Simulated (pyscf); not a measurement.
Elementary routes open to H₃Si–PH–PH₂ in the gas phase (singlet surface):
A. HP=PH + silane (SiH₄) (P–Si, H–P broken; H–Si formed)
B. H₂Si=PH + PH₃ (P–P, H–Si broken; H–P formed)

Single points on ωB97X-D3(BJ)/def2-SVP structures (PySCF, gas phase). Correlated levels are frozen-core, on RHF or UHF. ΔMP2 is the change of the MP2 total energy from the triple- to the quadruple-zeta basis.

**Question.** Rank the routes by free-energy barrier at 298 K, lowest first, for CCSD(T)/def2-TZVPP + ΔMP2(QZVPP) energies (ideal gas, 1 atm, RRHO with modes under 100 cm⁻¹ raised to 100, one conformer, R ln 2 for rigid chiral ones).

**Answer.** A (58.1 kcal/mol), B (62.1 kcal/mol)

Route A is the fastest of these, ahead of the next by 3.9 kcal/mol. The most stable products are those of A (ΔG = +16.2 kcal/mol), so kinetics and thermodynamics agree. At 1200 K A is still the fastest. Only these routes are compared; each barrier is that of the saddle found, and lower ones may exist. The CCSD(T) − MP2 part came from Ansatz, without density fitting, on the same reference.
